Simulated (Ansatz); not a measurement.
A nudged elastic band was laid between two geometries of AlBH6Si (9 atoms, charge 0, multiplicity 1).

Computed with Ansatz 0.2.0, RKS PBE0-D4/6-31G*.

| Item | Value |
| --- | --- |
| movable images | 7 |
| climbing image | yes |
| spring | 5.0 eV/Å² |
| optimiser | quadratic models (default) |
| start path | through a guess of the saddle point |
| force threshold | 0.05 eV/Å |
| iteration limit | 60 |
| end points | relaxed |

Image 0:

```xyz
9
Properties=species:S:1:pos:R:3
B -1.207 1.052 -1.588
Al 0.258 0.887 -0.069
Si 0.685 -1.214 1.148
H -0.969 0.820 -2.744
H -2.347 1.366 -1.368
H 1.169 2.141 0.336
H 2.030 -1.762 0.789
H -0.309 -2.294 0.868
H 0.690 -0.996 2.627
```

Image 8:

```xyz
9
Properties=species:S:1:pos:R:3
B -1.354 1.181 -1.349
Al 0.469 0.715 -0.382
Si 0.683 -1.198 1.157
H -1.662 0.709 -2.412
H -2.178 1.918 -0.875
H 1.792 1.582 -0.636
H 1.337 -0.804 2.442
H 1.536 -2.268 0.549
H -0.623 -1.835 1.507
```

Question: What changes between the two ends?

Answer: No bond is made or broken. The dihedral H6–Al2–Si3–H9 goes from 51 to 171°. The two ends are copies of one structure, up to a mirror image or an exchange of like atoms.

Question: What energy profile does the band end with?

Answer: It converged. The highest image is number 4 of 0 to 8, 19.5 kJ/mol above the ends, which have the same energy within 2 meV. A vibrational analysis at the climbing image gives one clearly imaginary mode, 252i cm⁻¹: a first-order saddle point.

| image | path coordinate (Å) | energy (kJ/mol) | dihedral H6–Al2–Si3–H9 (°) |
| --- | --- | --- | --- |
| 0 | 0.00 | 0.0 | 51 |
| 1 | 1.08 | 0.1 | 81 |
| 2 | 2.16 | 0.6 | 114 |
| 3 | 3.24 | 8.4 | 112 |
| 4 | 4.32 | 19.5 | 102 |
| 5 | 5.29 | 9.9 | 111 |
| 6 | 6.27 | 0.5 | 114 |
| 7 | 7.25 | 0.3 | 144 |
| 8 | 8.23 | 0.0 | 171 |

Question: What is the geometry of the highest image?

Answer: 
```xyz
9
Properties=species:S:1:pos:R:3:forces:R:3
B -1.346 1.102 -1.457 0.01 0.01 0.01
Al 0.385 0.849 -0.170 -0.01 0.00 0.00
Si 0.763 -1.228 1.096 0.00 0.00 0.00
H -2.164 0.237 -1.618 -0.01 0.00 0.00
H -1.552 2.122 -2.057 0.00 -0.01 0.00
H 1.450 2.032 0.010 0.00 0.00 0.00
H 2.160 -1.395 1.602 0.00 0.00 0.00
H 0.437 -2.449 0.296 0.00 0.00 0.00
H -0.133 -1.270 2.297 0.00 0.00 0.00
```

Question: What are the harmonic wavenumbers there?

Answer: 252i, 18, 116, 286, 373, 407, 452, 537, 578, 690, 820, 867, 937, 942, 1179, 1898, 2205, 2222, 2234, 2599, 2682 cm⁻¹.

Time of the run: 5.2 min on 1 thread of Arm Neoverse V2, on a shared host, peak memory 0.12 GiB.
